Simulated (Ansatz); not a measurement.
Base system: MgO in the rock salt structure (space group Fm-3m, No. 225).

```
CELL_PARAMETERS angstrom
      0.00000     2.10706     2.10706
      2.10706     0.00000     2.10706
      2.10706     2.10706     0.00000
ATOMIC_POSITIONS crystal
  O  0.00000 0.00000 0.00000
  Mg 0.50000 0.50000 0.50000
```

Levels (all Ansatz, a first-principles code, PAW): PBEsol (420 eV, spin-orbit coupling left out); r2SCAN (500 eV, without spin-orbit coupling); HSE06 (420 eV, no SOC).

Levels that relaxed their own cell: PBEsol.

| level | band gap | lattice parameter a |
|---|---|---|
| PBEsol | 4.62 eV | 4.214 Å |
| r2SCAN | 5.61 eV | – |
| HSE06 | 6.47 eV | – |

Measured: band gap 8.36 eV (static lattice; corrected from measurement; as listed in Wei Chen et al., Physical Review Materials (2018)); lattice parameter a 4.189 Å (static lattice; corrected from measurement; as listed in Daniel Mejia-Rodriguez, S. B. Trickey, Phys. Rev. B (2018)).

Computed minus measured — band gap: PBEsol -3.74 eV, r2SCAN -2.75 eV, HSE06 -1.89 eV (closest: HSE06); lattice parameter a: PBEsol +0.6 %. A measured gap can be an optical one, lowered by exciton binding.

Single points use the geometry relaxed with PBEsol. No phonon test of stability was made.
